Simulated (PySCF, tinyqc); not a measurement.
FCI on RHF in the sto-6g basis, frozen core, for LiH, spin multiplicity 1, step by step. The lowest restricted solution is unstable here: a spin-polarised one lies 0.0295 hartree lower (PySCF). One step of it, computed by the program tinyqc.

Question. FCI: determinants and Hamiltonian. Slater-Condon rules over spin orbitals, with the nuclear repulsion and the energy of the frozen orbital added and E(HF) subtracted on the diagonal. Only determinants linked to the reference directly or through others are kept (one block of an abelian symmetry group), so some states are absent.

one-electron integrals dressed by the frozen orbital, h + 2 (pq|11) - (p1|1q) (hartree), order 2, 3, 4, 5, 6:
$$\begin{pmatrix}
-0.638050 & 0.068857 & 0.000000 & 0.000000 & 0.104047 \\
0.068857 & -0.326106 & 0.000000 & 0.000000 & -0.077168 \\
0.000000 & 0.000000 & -0.284547 & 0.000000 & 0.000000 \\
0.000000 & 0.000000 & 0.000000 & -0.284547 & 0.000000 \\
0.104047 & -0.077168 & 0.000000 & 0.000000 & -0.347829
\end{pmatrix}$$

energy of the frozen orbital, 2 h_11 + (11|11) = -7.64021585 hartree

Two-electron integrals over orbitals (pq|rs), unique and non-zero (hartree); the lowest 1 orbital is frozen and left out:
```
(22|22) 0.430807    (32|22) -0.068857   (32|32) 0.031284    (33|22) 0.211078
(33|32) 0.018259    (33|33) 0.318976    (42|42) 0.020416    (43|42) 0.021477
(43|43) 0.041603    (44|22) 0.229542    (44|32) 0.021578    (44|33) 0.276777
(44|44) 0.313125    (52|52) 0.020416    (53|52) 0.021477    (53|53) 0.041603
(54|54) 0.016875    (55|22) 0.229542    (55|32) 0.021578    (55|33) 0.276777
(55|44) 0.279374    (55|55) 0.313125    (62|22) -0.104047   (62|32) 0.055049
(62|33) 0.016092    (62|44) 0.045567    (62|55) 0.045567    (62|62) 0.133721
(63|22) 0.066109    (63|32) -0.026154   (63|33) -0.037466   (63|44) -0.012941
(63|55) -0.012941   (63|62) -0.045276   (63|63) 0.038425    (64|42) 0.017015
(64|43) 0.010291    (64|64) 0.018231    (65|52) 0.017015    (65|53) 0.010291
(65|65) 0.018231    (66|22) 0.395197    (66|32) -0.049829   (66|33) 0.240066
(66|44) 0.252695    (66|55) 0.252695    (66|62) -0.072940   (66|63) 0.046303
(66|66) 0.385327
```

nuclear repulsion = 0.62872540 hartree

Hartree-Fock energy = -7.85678275 hartree

Give: determinants; H - E(HF) between determinants.

Answer.

Occupation strings over the orbitals (2 doubly, a alpha, b beta, 0 empty; spin orbitals ordered 1a 1b 2a 2b ...): 220000 2ab000 2a000b 2ba000 2b000a 202000 20a00b 200200 200020 20b00a 200002

H - E(HF) between determinants (hartree):
```
         220000   2ab000   2a000b   2ba000   2b000a   202000   20a00b   200200
220000   0.0000   0.0000   0.0000   0.0000   0.0000   0.0313   0.0550   0.0204
2ab000   0.0000   0.0922  -0.0111  -0.0313  -0.0550   0.0871  -0.0262   0.0215
2a000b   0.0000  -0.0111   0.2546  -0.0550  -0.1337  -0.0262   0.0190   0.0170
2ba000   0.0000  -0.0313  -0.0550   0.0922  -0.0111  -0.0871  -0.1201  -0.0215
2b000a   0.0000  -0.0550  -0.1337  -0.0111   0.2546   0.0262   0.0453  -0.0170
202000   0.0313   0.0871  -0.0262  -0.0871   0.0262   0.5121  -0.1146   0.0416
20a00b   0.0550  -0.0262   0.0190  -0.1201   0.0453  -0.1146   0.4114   0.0103
200200   0.0204   0.0215   0.0170  -0.0215  -0.0170   0.0416   0.0103   0.5893
200020   0.0204   0.0215   0.0170  -0.0215  -0.0170   0.0416   0.0103   0.0169
20b00a  -0.0550  -0.1201   0.0453  -0.0262   0.0190   0.1146  -0.0384  -0.0103
200002   0.1337  -0.0453   0.0311   0.0453  -0.0311   0.0384  -0.0309   0.0182

         200020   20b00a   200002
220000   0.0204  -0.0550   0.1337
2ab000   0.0215  -0.1201  -0.0453
2a000b   0.0170   0.0453   0.0311
2ba000  -0.0215  -0.0262   0.0453
2b000a  -0.0170   0.0190  -0.0311
202000   0.0416   0.1146   0.0384
20a00b   0.0103  -0.0384  -0.0309
200200   0.0169  -0.0103   0.0182
200020   0.5893  -0.0103   0.0182
20b00a  -0.0103   0.4114   0.0309
200002   0.0182   0.0309   0.5350
```
